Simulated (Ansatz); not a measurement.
Geometry optimisation, RKS B3LYP-D4/def2-SVP in Ansatz 0.2.0.

Input file:

```yaml
crystal:
  periodic: [false, false, false]
  atoms:
    - { symbol: "N", position_ang: [-0.57194, 0.32749, -0.61872] }
    - { symbol: Si, position_ang: [0.53291, -0.14253, 0.52934] }
    - { symbol: F, position_ang: [0.427, -1.67464, 0.83862] }
    - { symbol: H, position_ang: [-1.22968, -0.32928, -1.04605] }
    - { symbol: H, position_ang: [-0.69605, 1.26876, -0.9807] }
    - { symbol: H, position_ang: [1.53776, 0.55021, 1.27752] }
total_charge: 1
basis:
  gaussian: { orbitals: def2-SVP }
hamiltonian:
  xc: b3lyp
  dispersion: d4
relax:
  f_tol: 0.02
  max_steps: 40
scf:
  lower_state_search: "off"
```

Run as:

```bash
$ ansatz run input.yaml --threads 1 --pin off --max-ram 2048MiB --backend cpu --events-out ev --progress --plain --runs-dir out
```

Q: Where does it end, and by what steps?

A: The forces met the threshold. After 5 steps the energy has fallen by 0.075 eV; H6 moved furthest, 0.14 Å.

| step | energy less start (eV) | largest force component (eV/Å) | accepted |
| --- | --- | --- | --- |
| 0 | 0.0000 | 1.155 | yes |
| 1 | -0.0483 | 0.459 | yes |
| 2 | -0.0712 | 0.130 | yes |
| 3 | -0.0736 | 0.099 | yes |
| 4 | -0.0742 | 0.075 | yes |
| 5 | -0.0749 | 0.003 | yes |

```xyz
6
Properties=species:S:1:pos:R:3
N -0.568 0.316 -0.609
Si 0.499 -0.214 0.518
F 0.463 -1.743 0.891
H -1.248 -0.288 -1.078
H -0.621 1.291 -0.916
H 1.476 0.638 1.194
```

Run time: 7.2 s on 1 thread of Arm Neoverse V1, on a shared host, peak memory 0.12 GiB.
